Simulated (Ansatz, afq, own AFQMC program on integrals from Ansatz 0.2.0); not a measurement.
Integrals from Ansatz 0.2.0, then the random walk in our own AFQMC program (afq).

```yaml
crystal:
  periodic: [false, false, false]
  atoms:
    - {symbol: Ge, position_ang: [0.000000, 0.000000, 0.000000]}
    - {symbol: H, position_ang: [0.000000, 0.000000, 1.633171]}
basis:
  gaussian: {orbitals: aug-cc-pVDZ}
total_charge: -1
magnetization: {spin_polarized: false}
correlation: {method: ccsd_t, electrons: outside_noble_gas, hamiltonian_folder: ham}
```

```sh
$ ansatz run in.yaml --threads 1 --pin off --events-out ev --progress --plain --max-ram 16896MiB --backend cuda --devices 0, --max-vram 18GiB
```

Options of the walk:

```
--method phaseless --trial cisd --walkers 4000 --populations 20 --least-time 60 --time-step 0.005 --steps-per-block 50 --equilibration-blocks 28 --max-blocks 4000 --target-error 0.00015 --factor-cut 1e-05 --seed 8629 --release-times 0.24,0.51,0.99,1.62,2.4 --release-step 0.03 --release-every 3 --taylor-order 6
```

Times are imaginary, in 1/Eh. The walk had a cap of 122 s. With eight or more populations the least sampling time is a fifth of least-time, and the error comes from their spread. Filled inner d shells are frozen with the cores.

Output of the walk:

```
orbitals 31  electrons 3 3  factors 224 of 493
reference energy -2075.84392268 Eh
CCSD correlation -0.11462662 Eh in 13 cycles, weight of the determinant in the CISD state 0.8525
energy of the start -2075.958547 Eh
 block  time / (1/Eh)  mean weight  energy / Eh
     1     0.250  1.0000  -2075.957711
     2     0.500  1.0001  -2075.957834
     3     0.750  0.9999  -2075.958344
     4     1.000  1.0000  -2075.958939
     5     1.250  1.0001  -2075.959527
     8     2.000  1.0001  -2075.960832
    11     2.750  1.0000  -2075.961624
    14     3.500  0.9999  -2075.962179
    17     4.250  1.0000  -2075.962780
    20     5.000  1.0001  -2075.962864
    22     5.500  1.0000  -2075.962409
    23     5.750  1.0002  -2075.962448
    26     6.500  0.9999  -2075.962746
    29     7.250  0.9999  -2075.962916
    32     8.000  1.0000  -2075.962788
    35     8.750  1.0001  -2075.963222
    38     9.500  1.0000  -2075.963171
    41    10.250  1.0000  -2075.963415
    44    11.000  0.9999  -2075.963518
    47    11.750  0.9999  -2075.963180
    50    12.500  0.9998  -2075.963204
    53    13.250  1.0000  -2075.963332
    56    14.000  0.9999  -2075.963373
    59    14.750  1.0001  -2075.963700
    62    15.500  1.0000  -2075.963720
    65    16.250  1.0001  -2075.963253
    68    17.000  1.0001  -2075.963790
    71    17.750  0.9998  -2075.964269
    74    18.500  0.9999  -2075.964102
    77    19.250  0.9999  -2075.967897
    78    19.500  0.9999  -2075.964544
error from the spread of 20 populations
released: time / (1/Eh)  energy / Eh  error  mean overlap
  0.24  -2075.963571  0.000128  0.9994
  0.51  -2075.963745  0.000112  1.0003
  0.99  -2075.963822  0.000135  0.9978
  1.62  -2075.963970  0.000106  1.0001
  2.40  -2075.963932  0.000108  1.0015
energy -2075.963571 +/- 0.000132 Eh
(rows thinned)
```

The run passed its tests (sampling time, drift between the halves within three errors, error under three times the target), which doesn't prove that it has relaxed. The second half of the sampling lies below the first by 2.6 errors of their difference, so the energy may still be moving and its error bar be too small.

Against this walk (error 3.6 meV) on the same determinant: CCSD(T) 8.9 meV higher, CCSDT(Q) 154.3 meV lower, CCSDTQ 146.1 meV lower, full CI 146.9 meV lower. The error is statistical and leaves out the bias of the constraint. Released to 2.40 1/Eh the energy lies 10 ± 5 meV (both errors) below the phaseless value, which shows part or all of the bias of the constraint, and full CI lies 137.1 meV below the released value. Full CI is exact here, so the walk's 147 meV above it is the walk's own error: the bias of the constraint with this trial, or a walk that hasn't relaxed. The determinant is a poor start (see the cautions), so the low cluster orders aren't to be relied on, and full CI is the sure value.

Cautions: constraint bias not in the error; no relativity below Rb; no spin-orbit coupling; inner d shell frozen; another spin lies lower (by 689 meV); at this level and basis the anion state lies above a neutral one; restricted determinant unstable towards unrestricted (UHF 976 meV lower, ⟨S²⟩ 1.03); the CCSDT(Q) amplitudes may be one of several solutions (largest double 0.63); the CCSDTQ amplitudes may be one of several solutions (largest double 0.69); the released energy hasn't reached full CI (137 meV above it at 2.40 1/Eh); the determinant fills πx and πy unequally, so it mixes two states of the linear molecule, and each level undoes that mixture to a different degree, while full CI gives the lower state; CCSDTQ on the UHF determinant differs (680 meV lower), perhaps since the unrestricted series falls towards higher spin.

The walk took 15 s on 1 × NVIDIA H100 80GB HBM3 with 2 threads of AMD EPYC 7R13 Processor (Zen 3) (shared host) (the card was shared). The log's last line is the phaseless energy.

CCSDT and higher add their correlation energy to the determinant of the CCSD(T) run, since their own runs factorise the integrals more tightly (a shift of under 2 meV).
